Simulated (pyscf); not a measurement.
Thermochemistry of product channels of `[SiH3][N]([SiH3])[SiH3]` on the singlet surface, in kcal/mol, from ωB97M-D3(BJ)/def2-TZVP energies (ideal gas, 1 atm, RRHO with modes under 100 cm⁻¹ raised to 100, one conformer, R ln 2 for chiral ones without a mode under 150 cm⁻¹). Single points on ωB97X-D3(BJ)/def2-SVP structures (PySCF, gas phase).

```tsv
products	ΔE	ΔH(298 K)	ΔG(900 K)	ΔG(1200 K)
`[SiH3][NH][SiH2][SiH3]`	(withheld)	+16.1	+14.7	+14.1
`[SiH4]` + `[SiH2]=[N][SiH3]`	(withheld)	+57.7	+25.7	+15.7
```

Question: Fill in the missing entries.

Answer: 
- `[SiH3][NH][SiH2][SiH3]`, ΔE: +15.2
- `[SiH4]` + `[SiH2]=[N][SiH3]`, ΔE: +60.2

These are energies of the channels, which say nothing of barriers. H₂Si=N–SiH₃ lies 10.1 kcal/mol over its isomer :HSi–NH–SiH₃ [singlet] (electronic energy, ωB97M-D3(BJ)/def2-TZVP).
